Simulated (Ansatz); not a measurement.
CH7Si2, SMILES `C[SiH][SiH3]` radical. Total charge 0; spin multiplicity 2.

Z-matrix (Å, degrees):
```
C
Si 1 1.880
H 1 1.092 2 110.8
H 1 1.094 2 110.6 3 120.0
H 1 1.092 2 110.7 3 -120.2
Si 2 2.327 1 115.0 3 -53.7
H 2 1.493 1 110.9 3 177.6
H 6 1.487 2 109.5 1 177.5
H 6 1.489 2 109.2 1 58.6
H 6 1.492 2 113.3 1 -61.5
```

**Question.** List the harmonic frequencies (cm⁻¹, unscaled) at PBE0-D4/def2-TZVP in Ansatz. (Best estimate.)

**Answer.** Ansatz gave: 92, 128, 138, 373, 419, 497, 523, 669, 715, 767, 858, 901, 932, 940, 1266, 1444, 1446, 2185, 2190, 2215, 2225, 3045, 3126, 3145.

**Question.** Is this a minimum?

**Answer.** Yes, all 24 modes are real.

**Question.** Give the ideal-gas thermochemistry at 298.15 K and 1 bar (rigid rotor, harmonic oscillator; point group C1, symmetry number 1).

**Answer.** Zero-point energy 180.9 kJ/mol; H(298) − E = 200.5 kJ/mol; entropy 333.4 J/(mol·K), of which translation 162.7, rotation 105.8, vibration 59.2, electronic 5.8; G(298) − E = 101.1 kJ/mol. Modes under 100 cm⁻¹ are hindered rotations or soft bends, so the harmonic entropy is rough.

**Question.** Rotational constants (cm⁻¹)?

**Answer.** 0.5161, 0.105, 0.09254.
